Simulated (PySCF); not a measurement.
Isomers of C2H6S. All species are isolated molecules in the gas phase. One relaxed conformer stands for each flexible species; it need not be the lowest. Strings in code marks are SMILES.

Quantity: electronic energy of isomers of C2H6S relative to `CCS` (C–C–S–H torsion 62°), in eV.

Case: `CSC`. Geometry of `CSC` (neutral, multiplicity 1, Å):

```xyz
9

C      1.3206    -0.3068     0.2865
S      0.1287    -0.2498    -1.0547
C     -1.3152     0.2985    -0.1399
H      1.4591     0.6792     0.7345
H      2.2697    -0.6342    -0.1390
H      1.0169    -1.0202     1.0553
H     -1.1481     1.2780     0.3128
H     -1.5902    -0.4215     0.6336
H     -2.1373     0.3780    -0.8518
```

Problem. What is the computed electronic energy of isomers of C2H6S relative to `CCS` (C–C–S–H torsion 62°) (B3LYP/6-31G* // PBE0-D4/def2-TZVP (PySCF))?

Solution. 0.004 eV.
